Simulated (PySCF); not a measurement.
Species: C₃H₃NS.
SMILES with atom numbers: `[N:1]#[C:2][C@@H:3]1[CH2:4][S:5]1` (hydrogens: H6 on C3; H7, H8 on C4)

The same species was optimised twice, with GFN2-xTB and with PBE0-D3(BJ)/def2-SVP (PySCF), and the same property calculations (PySCF, gas phase) were run on both structures.

```json
{"coordinate": "C2–C3 (Å)", "GFN2-xTB": "1.422", "PBE0-D3(BJ)/def2-SVP": "1.442", "change": "+0.020"}
{"coordinate": "N1≡C2 (Å)", "GFN2-xTB": "1.144", "PBE0-D3(BJ)/def2-SVP": "1.158", "change": "+0.014"}
{"coordinate": "C4–H8 (Å)", "GFN2-xTB": "1.082", "PBE0-D3(BJ)/def2-SVP": "1.095", "change": "+0.013"}
{"coordinate": "C4–H7 (Å)", "GFN2-xTB": "1.082", "PBE0-D3(BJ)/def2-SVP": "1.095", "change": "+0.013"}
{"coordinate": "C3–H6 (Å)", "GFN2-xTB": "1.086", "PBE0-D3(BJ)/def2-SVP": "1.096", "change": "+0.010"}
{"coordinate": "C3–S5 (Å)", "GFN2-xTB": "1.820", "PBE0-D3(BJ)/def2-SVP": "1.815", "change": "-0.005"}
{"coordinate": "C4–S5 (Å)", "GFN2-xTB": "1.797", "PBE0-D3(BJ)/def2-SVP": "1.802", "change": "+0.005"}
{"coordinate": "C3–C4 (Å)", "GFN2-xTB": "1.491", "PBE0-D3(BJ)/def2-SVP": "1.490", "change": "-0.001"}
{"coordinate": "C2–C3–S5 (°)", "GFN2-xTB": "116.3", "PBE0-D3(BJ)/def2-SVP": "118.0", "change": "+1.7"}
{"coordinate": "C4–C3–H6 (°)", "GFN2-xTB": "118.6", "PBE0-D3(BJ)/def2-SVP": "117.5", "change": "-1.1"}
{"coordinate": "C3–C4–H8 (°)", "GFN2-xTB": "117.9", "PBE0-D3(BJ)/def2-SVP": "117.0", "change": "-0.9"}
{"coordinate": "C2–C3–H6 (°)", "GFN2-xTB": "114.3", "PBE0-D3(BJ)/def2-SVP": "113.6", "change": "-0.7"}
{"coordinate": "S5–C4–H7 (°)", "GFN2-xTB": "115.3", "PBE0-D3(BJ)/def2-SVP": "116.1", "change": "+0.8"}
{"coordinate": "C3–C4–H7 (°)", "GFN2-xTB": "118.0", "PBE0-D3(BJ)/def2-SVP": "117.5", "change": "-0.5"}
{"coordinate": "S5–C4–H8 (°)", "GFN2-xTB": "115.9", "PBE0-D3(BJ)/def2-SVP": "116.4", "change": "+0.5"}
{"coordinate": "C4–C3–S5 (°)", "GFN2-xTB": "64.8", "PBE0-D3(BJ)/def2-SVP": "65.2", "change": "+0.4"}
```

Rotational constants: A = 10995, B = 2787, C = 2467 MHz (GFN2-xTB) against A = 11101, B = 2710, C = 2404 MHz (PBE0-D3(BJ)/def2-SVP). Point groups within 0.08 Å: C1 and C1.

On the GFN2-xTB structure: lowest singlet, TDDFT (eV) 4.54 [CAM-B3LYP/def2-SVPD]; lowest triplet, Tamm–Dancoff (eV) 4.04 [CAM-B3LYP/def2-SVPD]; isotropic polarisability (au) 56.7 [CAM-B3LYP/def2-SVPD]; HOMO (eV) -8.82 [CAM-B3LYP/def2-SVPD]; LUMO (eV) -0.13 [CAM-B3LYP/def2-SVPD]; dipole (D) 3.83 [CAM-B3LYP/def2-SVPD]; N1s of N1 (eV) 405.23 [delta-SCF UKS SCAN, pcX-2 on the ionised atom, pcseg-1 elsewhere, spin-free X2C]; C1s of C2 (eV) 292.54 [delta-SCF UKS SCAN, pcX-2 on the ionised atom, pcseg-1 elsewhere, spin-free X2C]; C1s of C3 (eV) 293.26 [delta-SCF UKS SCAN, pcX-2 on the ionised atom, pcseg-1 elsewhere, spin-free X2C]; C1s of C4 (eV) 292.46 [delta-SCF UKS SCAN, pcX-2 on the ionised atom, pcseg-1 elsewhere, spin-free X2C]; S1s of S5 (eV) 2477.80 [delta-SCF UKS SCAN, pcX-2 on the ionised atom, pcseg-1 elsewhere, spin-free X2C]; S2p of S5 (eV) 170.44 [delta-SCF UKS SCAN, pcX-2 on the ionised atom, pcseg-1 elsewhere, spin-free X2C].

What do these properties become on the PBE0-D3(BJ)/def2-SVP structure?

```
                                    property                                                                            level  on GFN2-xTB  on PBE0-D3(BJ)/def2-SVP  change
                  lowest singlet, TDDFT (eV)                                                              CAM-B3LYP/def2-SVPD         4.54                     4.57   +0.03
           lowest triplet, Tamm–Dancoff (eV)                                                              CAM-B3LYP/def2-SVPD         4.04                     4.08   +0.04
               isotropic polarisability (au)                                                              CAM-B3LYP/def2-SVPD         56.7                     57.3    +0.6
                                   HOMO (eV)                                                              CAM-B3LYP/def2-SVPD        -8.82                    -8.85   -0.03
                                   LUMO (eV)                                                              CAM-B3LYP/def2-SVPD        -0.13                    -0.13    0.00
                                  dipole (D)                                                              CAM-B3LYP/def2-SVPD         3.83                     3.82   -0.01
energy, GFN2-xTB geometry as zero (kcal/mol)                                                              CAM-B3LYP/def2-SVPD          0.0                     -0.6    -0.6
                              N1s of N1 (eV)  delta-SCF UKS SCAN, pcX-2 on the ionised atom, pcseg-1 elsewhere, spin-free X2C       405.23                   405.31   +0.08
                              C1s of C2 (eV)  delta-SCF UKS SCAN, pcX-2 on the ionised atom, pcseg-1 elsewhere, spin-free X2C       292.54                   292.61   +0.07
                              C1s of C3 (eV)  delta-SCF UKS SCAN, pcX-2 on the ionised atom, pcseg-1 elsewhere, spin-free X2C       293.26                   293.29   +0.03
                              C1s of C4 (eV)  delta-SCF UKS SCAN, pcX-2 on the ionised atom, pcseg-1 elsewhere, spin-free X2C       292.46                   292.49   +0.03
                              S1s of S5 (eV)  delta-SCF UKS SCAN, pcX-2 on the ionised atom, pcseg-1 elsewhere, spin-free X2C      2477.80                  2477.85   +0.05
                              S2p of S5 (eV)  delta-SCF UKS SCAN, pcX-2 on the ionised atom, pcseg-1 elsewhere, spin-free X2C       170.44                   170.48   +0.04
```

The heavy atoms differ by 0.026 Å rms after alignment. Among all bonds C2–C3 changes most (+0.020 Å). Changes are differences of the printed values. Neither structure is proved a minimum here.
